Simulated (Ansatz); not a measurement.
Geometry optimisation, Ansatz 0.2.0, UKS B3LYP-D4/def2-SVP.

Input file:

```yaml
crystal:
  periodic: [false, false, false]
  atoms:
    - { symbol: B, position_ang: [-0.013928, 0.047004, -0.289961] }
    - { symbol: H, position_ang: [0.017529, -0.014899, 2.104985] }
    - { symbol: C, position_ang: [1.414872, 0.056959, -0.897515] }
    - { symbol: H, position_ang: [1.688974, -1.015238, -0.999932] }
    - { symbol: H, position_ang: [1.472452, 0.489, -1.914588] }
    - { symbol: H, position_ang: [2.193919, 0.505972, -0.262554] }
    - { symbol: C, position_ang: [-1.415561, 0.002545, -0.957058] }
    - { symbol: H, position_ang: [-1.946302, -0.910725, -0.630044] }
    - { symbol: H, position_ang: [-2.038247, 0.838093, -0.589486] }
    - { symbol: H, position_ang: [-1.417303, 0.027494, -2.063337] }
    - { symbol: H, position_ang: [0.043596, -0.026303, 2.82799] }
magnetization:
  spin_polarized: true
  initial_magnetization: 1
basis:
  gaussian: { orbitals: def2-SVP }
hamiltonian:
  xc: b3lyp
  dispersion: d4
relax:
  f_tol: 0.03
  max_steps: 50
```

Launched with:

```bash
$ ansatz run input.yaml --threads 2 --pin off --max-ram 3072MiB --backend cpu --events-out ev --progress --plain --runs-dir out
```

**Question.** Where does it end, and by what steps?

**Answer.** The forces met the threshold. The force dipped under the threshold on the way, but the program's further checks kept it going. After 4 steps the energy has fallen by 0.080 eV; H11 moved furthest, 0.53 Å.

```tsv
step	energy less start (eV)	largest force component (eV/Å)	accepted
0	0.0000	1.909	yes
1	-0.0664	0.085	yes
2	-0.0766	0.072	yes
3	-0.0793	0.027	yes
4	-0.0798	0.015	yes
```

```xyz
11
Properties=species:S:1:pos:R:3
B -0.020 0.057 -0.404
H 0.035 -0.019 2.598
C 1.408 0.059 -1.006
H 1.676 -1.014 -1.109
H 1.469 0.497 -2.021
H 2.183 0.507 -0.365
C -1.419 0.000 -1.077
H -1.958 -0.904 -0.740
H -2.037 0.846 -0.725
H -1.409 0.011 -2.184
H 0.071 -0.040 3.361
```

Whether the end is a true minimum wasn't checked by a vibrational analysis.

The run took 12 s on 2 threads of Arm Neoverse V2, with other jobs on the host, peak memory 0.18 GiB.
